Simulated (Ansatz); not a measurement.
**Counterpoise correction, worked out**

The pair of H2S (SMILES S, atoms 1–3) and CH4 (SMILES C, atoms 4–8), both closed shells, in one local arrangement (a lower one may exist), relaxed at PBE0-D4/def2-TZVP:

```
8
angstrom
S 0.1501 0.0865 -2.7283
H -1.0035 -0.0368 -2.0549
H 0.8752 -0.1898 -1.6342
C -0.0049 0.0283 1.2819
H -0.3233 0.1903 2.3111
H -0.2161 0.9200 0.6920
H -0.5434 -0.8240 0.8677
H 1.0660 -0.1746 1.2647
```

Program: Ansatz 0.2.0. Basis: def2-TZVPPD. Cores are frozen in the correlated methods.

MP2 total energies in eV:

| system | geometry | basis functions | energy |
| --- | --- | --- | --- |
| pair | pair | all | -11954.36983 |
| H2S | as in the pair | all (partner as ghosts) | -10854.65309 |
| CH4 | as in the pair | all (partner as ghosts) | -1099.68978 |
| H2S | as in the pair | its own | -10854.64592 |
| CH4 | as in the pair | its own | -1099.68711 |
| H2S | free (PBE0-D4 minimum) | its own | -10854.64587 |
| CH4 | free (PBE0-D4 minimum) | its own | -1099.68729 |

Q: Work out the interaction energy with and without the counterpoise correction, the superposition error, and the binding energy from the relaxed fragments.

A: Without correction: -11954.36983 − (-10854.64592) − (-1099.68711) = -0.03680 eV.
With correction (each fragment in the whole basis): -11954.36983 − (-10854.65309) − (-1099.68978) = -0.02696 eV = -0.62 kcal/mol.
The superposition error is the difference, 0.00984 eV, 27 % of the uncorrected value: each fragment borrows its partner's functions.
Deformation from the free shapes: -0.00005 eV for H2S and 0.00018 eV for CH4 (a small negative value is possible, since the free shapes are minima of another method).
Binding energy from relaxed fragments: -0.02696 + (-0.00005) + 0.00018 = -0.02683 eV = -0.62 kcal/mol (electronic, without zero-point energy; negative means bound). For comparison, the corrected interaction energy by CCSD(T) at an estimated basis limit (MP2 extrapolated from triple and quadruple zeta, plus CCSD(T) − MP2 in triple zeta) is -0.031 eV.

No T1 diagnostic of these runs exceeds 0.011.

For scale, one of the runs: CCSD(T)/def2-TZVPPD, 190 basis functions, launched by `ansatz run in.yaml --threads 2 --pin off --events-out ev --progress --plain --max-ram 5222MiB`. Time: 25 s of wall clock on 2 CPU threads of an Arm Neoverse V1; the host was shared. Peak host memory: 1.9 GiB.
